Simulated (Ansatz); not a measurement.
Input file:

```yaml
crystal:
  periodic: [false, false, false]
  atoms:
    - {symbol: B, position_ang: [0.000000, -0.103742, 0.739445]}
    - {symbol: Al, position_ang: [0.000000, -0.009830, -2.655256]}
    - {symbol: H, position_ang: [0.000000, 0.113573, 1.915810]}
basis:
  gaussian: {orbitals: 6-31G}
magnetization: {spin_polarized: true, initial_magnetization: 1}
correlation: {method: ccsdtq, electrons: outside_noble_gas}
```

```sh
$ ansatz run in.yaml --threads 1 --pin off --events-out ev --progress --plain --max-ram 2393MiB
```

Output:

```
493 factors; integrals over basis functions are off by at most 1.1e-7 eV
mean field evaluation 1: about -7263.5169 eV, gradient 5.7e0 eV
mean field evaluation 2: about -7263.5155 eV, gradient 5.7e0 eV
mean field evaluation 4: about -7264.2605 eV, gradient 1.4e0 eV
mean field evaluation 8: about -7264.7136 eV, gradient 5.2e-1 eV
mean field evaluation 16: about -7264.8021 eV, gradient 8.5e-2 eV
mean field evaluation 32: about -7264.8094 eV, gradient 1.0e-1 eV
mean field evaluation 64: about -7264.8139 eV, gradient 2.5e-2 eV
mean field evaluation 96: about -7264.8028 eV, gradient 3.1e-3 eV
mean field evaluation 128: about -7264.7932 eV, gradient 3.4e-5 eV
mean field evaluation 160: about -7264.7966 eV, gradient 4.7e-1 eV
...
cycle  30  -2.63636094 eV  change    4.0e-7 eV  update   3.4e-6
cycle  31  -2.63636109 eV  change   -1.5e-7 eV  update   3.1e-6
cycle  32  -2.63636161 eV  change   -5.2e-7 eV  update   1.8e-6
cycle  33  -2.63636246 eV  change   -8.5e-7 eV  update   1.7e-6
cycle  34  -2.63636346 eV  change   -1.0e-6 eV  update   1.2e-6
cycle  35  -2.63636392 eV  change   -4.6e-7 eV  update   8.7e-7
cycle  36  -2.63636424 eV  change   -3.2e-7 eV  update   6.9e-7
cycle  37  -2.63636446 eV  change   -2.2e-7 eV  update   5.4e-7
cycle  38  -2.63636466 eV  change   -2.1e-7 eV  update   4.3e-7
cycle  39  -2.63636480 eV  change   -1.4e-7 eV  update   3.0e-7
Total energy: -7267.33985540 eV, -267.0698137062 hartree
```

For the same geometry and basis full CI lies 0.2 meV lower.

Ran on 1 thread of Arm Neoverse V2, shared host: 26 s wall, 0.16 GiB peak host memory.
